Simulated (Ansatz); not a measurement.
The cluster P2S4⁺, 6 atoms. Hardware: 4 threads of Arm Neoverse V1 on a shared host.

Correlated methods freeze 30 core orbitals.

How many basis functions does each of these Ansatz runs have, and roughly what does it cost? BHLYP-D4/def2-TZVP, charge 1 doublet, energy, from earlier orbitals; MP2/def2-TZVP, charge 1 doublet, energy, from earlier orbitals; PBE-D4/def2-SVP, charge 1 doublet, energy, from earlier orbitals; PBE0-D4/def2-SVP, charge 1 doublet, relaxation, 5 steps; PBE0-D4/def2-SVP, charge 1 doublet, energy, from earlier orbitals; PBE-D4/def2-SVP, charge 1 doublet, energy with a search over starts; PBE-D4/def2-TZVP, charge 1 doublet, energy and forces, from earlier orbitals; ωB97M-V/def2-TZVP, charge 1 doublet, energy, from earlier orbitals; CCSD(T)/def2-SVP, charge 1 doublet, energy, from earlier orbitals; r2SCAN-D4/def2-TZVP, charge 1 doublet, energy, from earlier orbitals; B3LYP-D4/def2-TZVP, charge 1 doublet, energy, from earlier orbitals; PBE0-D4/def2-TZVP, charge 1 doublet, energy, from earlier orbitals.

Other jobs shared the machine, so times can vary by a factor of up to 3. A dash marks memory too small to be measured apart from the calling script's.

```tsv
run	functions	fitting or Cholesky vectors	wall time	peak host memory (GiB)
PBE-D4/def2-SVP, charge 1 doublet, energy, from earlier orbitals	108	1234	1.9 s	–
PBE0-D4/def2-SVP, charge 1 doublet, energy, from earlier orbitals	108	961	3 s	–
PBE-D4/def2-SVP, charge 1 doublet, energy with a search over starts	108	1234	4.6 s	–
PBE-D4/def2-TZVP, charge 1 doublet, energy and forces, from earlier orbitals	222	1584	5.5 s	–
MP2/def2-TZVP, charge 1 doublet, energy, from earlier orbitals	222	1324	9.5 s	0.72
PBE0-D4/def2-SVP, charge 1 doublet, relaxation, 5 steps	108	1054	13 s	–
B3LYP-D4/def2-TZVP, charge 1 doublet, energy, from earlier orbitals	222	1648	13 s	1.1
r2SCAN-D4/def2-TZVP, charge 1 doublet, energy, from earlier orbitals	222	1584	13 s	–
PBE0-D4/def2-TZVP, charge 1 doublet, energy, from earlier orbitals	222	1648	14 s	1.1
BHLYP-D4/def2-TZVP, charge 1 doublet, energy, from earlier orbitals	222	1810	14 s	1.1
CCSD(T)/def2-SVP, charge 1 doublet, energy, from earlier orbitals	108	961	16 s	0.7
ωB97M-V/def2-TZVP, charge 1 doublet, energy, from earlier orbitals	222	1596	29 s	1.2
```
